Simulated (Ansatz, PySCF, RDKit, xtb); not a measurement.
# C2H2B−: a search for the lowest isomer

Only the formula C2H2B− is given (charge -1). Aim: find the structure of lowest free energy at 298.15 K, then its properties.

Plan: many cheap relaxations first (GFN2-xTB), then density-functional screening, relaxation at PBE0-D4/def2-TZVPD, vibrations and a final energy. The numbers are computed, not measured.

8 further runs of the same task are left out: 8 set aside as unsound or not needed.

## Step 1: Possible bonding patterns

All bonding patterns within simple valence rules are listed by program: one Lewis structure each, at most two rings and one unusual centre or charged pair. O–O, O–halogen and N–halogen bonds and N–N–N chains are not drawn. That gives 6 candidates.

| label | SMILES | spin |
| --- | --- | --- |
| c112 | B#C[CH2-] | singlet |
| c252 | BC#[C-] | singlet |
| c538 | B=C=[CH-] | singlet |
| c719 | [B-]1=CC=1 | singlet |
| c749 | [CH+]=[B-]=[CH-] | singlet |
| c957 | [C-]#[B-][CH2+] | singlet |

Candidates are built by distance geometry, with a force field where one applies, in up to four conformers (letters a to d). 10 starts with atoms placed at random are added, to find patterns that the rules miss.

**Question.** With final energies at CCSD(T)/def2-TZVPPD, which structure will this search put lowest in free energy, and by what margin?

| quantity | value |
| --- | --- |
| lowest structure found | BC#[C-], singlet, C2v |
| next finalist | [BH-]1=C=C1, singlet, 17.1 kcal/mol higher in G |
| share at equilibrium, among the finalists | 100.0 % |
| harmonic wavenumbers, lowest and highest (PBE0-D4/def2-TZVPD) | 228 and 2474 cm⁻¹ |
| rotational constants, same geometry | 7.932, 0.3335, 0.32 cm⁻¹ |
| HOMO energy (PBE0/def2-TZVPD) | -1.32 eV |
| LUMO energy (PBE0/def2-TZVPD) | 3.24 eV |
| HOMO–LUMO gap (to an unbound level, set by the basis) (PBE0/def2-TZVPD) | 4.56 eV |
| lowest excitation (TD-PBE0/def2-SVPD) | 2.86 eV (f = 0.000) |
| strongest of the states computed, same level | 4.84 eV (f = 0.150) |
| lowest triplet excitation, same level, Tamm-Dancoff | 2.54 eV |
| vertical detachment energy | 3.41 eV |
| vertical triplet less singlet | +2.49 eV |

The lowest structure found is `BC#[C-]`. The margin of 17.1 kcal/mol over the next finalist is beyond the usual error of the last level; it says nothing of structures that weren't ranked. r2SCAN-D4/def2-SVPD, PBE0-D4/def2-TZVPD, HF/def2-TZVPPD and MP2/def2-TZVPPD already put its bonding pattern lowest among the structures in one piece. In an anion, excitations above the detachment energy lie in the continuum and hang on the basis, so they needn't be bound states. Lowest found is not proven lowest: the search is finite, and each finalist counts with one conformer.
